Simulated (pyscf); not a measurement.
H₃Ge–SeH + hydrogen (H₂) → :HGe–SeH [singlet] + hydrogen (H₂) + hydrogen (H₂), a multi-bond step (singlet surface; Ge–H, Ge–H, H–H broken, H–H, H–H formed). Structures and frequencies: ωB97X-D3(BJ)/def2-SVP in PySCF. Energies in kJ/mol from the separated reactants.

AM1 to PM7: differences of heats of formation from MOPAC, which are fitted to 298 K values and so differ in kind from electronic energies by zero-point and thermal terms. 

### Question
In single points PM6 puts the saddle at 257.5 kJ/mol and the reaction energy at +47.0 kJ/mol. Should these be trusted to within a few kcal/mol? Compare with ωB97M-D3(BJ)/def2-TZVP.

### Answer
ωB97M-D3(BJ)/def2-TZVP gives ΔE‡ = 269.8 kJ/mol and ΔE = +109.1 kJ/mol. PM6 lies 12.3 kJ/mol under it in the barrier and 62.1 kJ/mol under it in the reaction energy, so on this step it does not hold to within 12.6 kJ/mol. ωB97M-D3(BJ)/def2-TZVP has limits of its own. On the product side the descent ends in a complex (not fully relaxed), 17.6 kJ/mol under the separated species and 173.6 kJ/mol under the saddle at ωB97X-D3(BJ)/def2-TZVP. At ωB97X-D3(BJ)/def2-TZVP the barrier from the zero used here is 278.9 kJ/mol. This is the saddle that the search found; another between the same sides may lie lower. In the def2 sets elements up to Kr have no core potential.
